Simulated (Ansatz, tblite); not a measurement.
Removing and adding an electron: BH2(OH) (BOH3). The state is a singlet with charge 0. Geometry: r2SCAN-D4/def2-TZVP. Ansatz, gas phase; energy differences of separate SCF runs; the oxidised species was run as a doublet alone; the reduced species was run as a doublet alone.

```xyz
5

B     0.205   -0.365   -0.065
H     0.761   -1.228    0.547
H     0.100   -0.380   -1.262
O    -0.314    0.652    0.660
H    -0.752    1.320    0.120
```

The xTB rows come from tblite. Correlated methods freeze 2 core orbitals.

| level | −HOMO (eV) | vertical IE (eV) | −LUMO (eV) | vertical EA (eV) | HOMO–LUMO gap (eV) | IE − EA (eV) | remarks |
| --- | --- | --- | --- | --- | --- | --- | --- |
| HF/def2-TZVPD | – | – | – | -1.27 | – | – | HOMO above zero (-1 doublet) |
| HF/def2-TZVPP | – | 11.64 | – | – | – | – | – |
| PBE-D4/def2-TZVPD | 7.41 | – | 1.51 | -0.75 | 5.90 | – | HOMO above zero (-1 doublet) |
| r2SCAN-D4/def2-TZVP | 7.71 | 11.59 | 1.00 | – | 6.71 | – | – |
| r2SCAN-D4/def2-TZVPD | 7.73 | – | 1.05 | -0.88 | 6.69 | – | HOMO above zero (-1 doublet) |
| PBE0-D4/def2-TZVP | 8.88 | 11.77 | 0.42 | – | 8.46 | – | – |
| MP2/def2-TZVPD | – | – | – | -1.08 | – | – | HOMO above zero (-1 doublet) |
| CCSD(T)/def2-TZVPP | – | 12.08 | – | – | – | – | – |

**Question.** Estimate the rows for GFN1-xTB, GFN2-xTB, PBE-D4/def2-TZVP, PBE0-D4/def2-TZVPD, MP2/def2-TZVPP, CCSD/def2-TZVPD, CCSD/def2-TZVPP, CCSD(T)/def2-TZVPD.

**Answer.** 
```tsv
level	−HOMO (eV)	vertical IE (eV)	−LUMO (eV)	vertical EA (eV)	HOMO–LUMO gap (eV)	IE − EA (eV)	remarks
GFN1-xTB	12.07	16.25	6.18	1.55	5.90	14.70	–
GFN2-xTB	11.37	15.23	5.77	0.74	5.61	14.49	–
PBE-D4/def2-TZVP	7.38	11.47	1.44	–	5.94	–	–
PBE0-D4/def2-TZVPD	8.91	–	0.50	-0.83	8.41	–	HOMO above zero (-1 doublet)
MP2/def2-TZVPP	–	12.08	–	–	–	–	–
CCSD/def2-TZVPD	–	–	–	-1.06	–	–	HOMO above zero (-1 doublet)
CCSD/def2-TZVPP	–	12.15	–	–	–	–	–
CCSD(T)/def2-TZVPD	–	–	–	-1.02	–	–	HOMO above zero (-1 doublet)
```

   A HOMO above zero means that the electron is unbound at that level or that self-interaction error raises the level; the energy of removing that electron tells which. Raw xTB energy differences between charge states are shifted by several eV; the methods need an empirical correction for them. A negative affinity means that the extra electron isn't bound; its size then hangs on the basis.
